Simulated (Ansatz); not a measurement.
H₃Si (`[SiH3]`) radical, relaxed with UKS PBE0-D4/def2-TZVP in Ansatz from a GFN2-xTB geometry. The force threshold is 0.005 eV/Å; the program also tests the step.

Total charge 0; spin multiplicity 2.

Start:

```xyz
4

Si   -0.014    0.144   -0.188
H     0.222   -1.149   -0.798
H    -1.311    0.310    0.435
H     1.103    0.695    0.551
```

(1) By how much does the energy fall, and how many steps does the optimiser take? (Best estimate.)

(2) Which bonds change most? (An estimate is asked.)

(3) Give the relaxed structure. (Best estimate.)

Answers

(1) Ansatz gave: 6.88 kJ/mol, in 3 steps.

(2) Computed: Si1–H4 from 1.448 to 1.486 Å; Si1–H3 from 1.449 to 1.486 Å; Si1–H2 from 1.449 to 1.486 Å.

(3) Ansatz gave: 
```xyz
4

Si   -0.020    0.205   -0.267
H     0.224   -1.171   -0.773
H    -1.312    0.290    0.462
H     1.108    0.676    0.578
```
